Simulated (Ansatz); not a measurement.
Results of PBEsol (Ansatz, an electronic-structure program, plane waves, PAW) for fcc Sr.

A relaxed, unreconstructed slab of the (210) face has 10 atoms, two equal faces of 39.356 Å² each and an energy of -34919.8436 eV. A bulk cell of 10 atoms with the same orientation and in-plane k mesh has -34922.1358 eV. Energies are extrapolated to zero smearing.

Settings: plane-wave cutoff 500 eV, 10×10×1 k mesh (along the axes of the cell as run), Fermi–Dirac smearing 0.1 eV, scalar-relativistic PAW data made under PBE.

Worked out: γ = (E_slab − N E_bulk per atom)/2A = [-34919.8436 − 10 × (-34922.1358/10)]/(2 × 39.356) = 0.0291 eV/Å². With 16.022 J/m² per eV/Å² this is 0.47 J/m², or 1.15 eV per surface cell and face.

Note: the run warned of electron density left in the vacuum.
